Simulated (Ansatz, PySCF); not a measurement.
System: furan, C4H4O (charge 0, singlet). 
Geometry from a B3LYP-D3(BJ)/def2-TZVP (Ansatz, a quantum-chemistry and plane-wave program) optimisation:
```xyz
9

O      0.0070    -0.0094     1.1564
C      0.0100     1.0912     0.3549
C     -0.0058    -1.0968     0.3372
C     -0.0006     0.7240    -0.9496
C     -0.0110    -0.7085    -0.9611
H      0.0199     2.0414     0.8581
H     -0.0098    -2.0550     0.8251
H     -0.0010     1.3840    -1.8002
H     -0.0209    -1.3546    -1.8223
```

Property: atomisation energy (electronic, to ground-state atoms), in kcal/mol. Cores are frozen in the correlated levels unless marked. UHF or UKS for open shells. Spin-orbit coupling is left out. No relativistic terms. The coupled-cluster limit lacks core correlation, which all-electron functionals hold. CBS marks a two-point X^-3 extrapolation of the correlation energy; Hartree-Fock from the larger set. [CCSD(T)-MP2]/basis is that difference in the basis named.

| level | program | atomisation energy (kcal/mol) |
|---|---|---|
| HF/6-31G | Ansatz | 652.3 |
| HF-D4/def2-TZVPD | PySCF + dftd4 | 725.3 |

Question: Predict the RI-MP2/CBS(cc-pVTZ,cc-pVQZ)+[CCSD(T)-MP2]/cc-pVTZ result (Ansatz).

Answer: 991.7 kcal/mol, so HF-D4/def2-TZVPD differs from it by -266.4 kcal/mol.
